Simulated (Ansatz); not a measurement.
Relaxed structures of CH₃NS, singlet (PBE0-D4/def2-TZVP; forces vanish, vibrations not checked; lower isomers may exist, and structures with a doubtful reference or unclear bonds are left out; Å). Ansatz 0.2.0; basis: def2-TZVPP; cores frozen in the correlated methods.

Problem. Rank them by CCSD(T) energy, lowest first, and give each one's height above the lowest. Links in brackets join atoms within 1.22 times the sum of their covalent radii (1.1 for two metals). (To be estimated.)
A.
CH₃NS ([NH2][CH][S])
```
6
angstrom
N -1.0276 -0.0607 -0.2552
C 0.3063 -0.0333 -0.2709
S 1.2779 0.1027 1.0308
H -1.5631 -0.1473 -1.1013
H 0.7172 -0.1135 -1.2798
H -1.5103 0.0067 0.6264
```
B.
CH₃NS ([NH][CH][SH])
```
6
angstrom
N -1.0546 -0.0282 -0.2273
C 0.2022 -0.0370 -0.3337
S 1.2845 0.1190 1.0289
H -1.4955 -0.1319 -1.1392
H 0.7616 -0.1410 -1.2700
H 0.3018 0.2191 1.9413
```
C.
CH₃NS ([NH2][C][SH])
```
6
angstrom
N -1.0122 -0.1060 -0.2713
C 0.2847 0.0186 -0.3972
S 1.2027 0.1661 1.0088
H -1.5809 -0.1956 -1.0984
H -1.5141 -0.1210 0.6164
H 0.2840 0.1145 2.0299
```

Solution. Computed: A (0.0 kJ/mol), B (42.2 kJ/mol), C (152.5 kJ/mol). Heights count from the lowest.

T1 diagnostic: at most 0.018.

For scale, one of the runs: CCSD(T)/def2-TZVPP, 146 basis functions, launched by `ansatz run in.yaml --threads 2 --pin off --events-out ev --progress --plain --max-ram 4352MiB`. Hardware: 2 CPU threads of an Intel Xeon Platinum 8488C, shared host. Wall time 17 s; peak host memory 0.89 GiB.
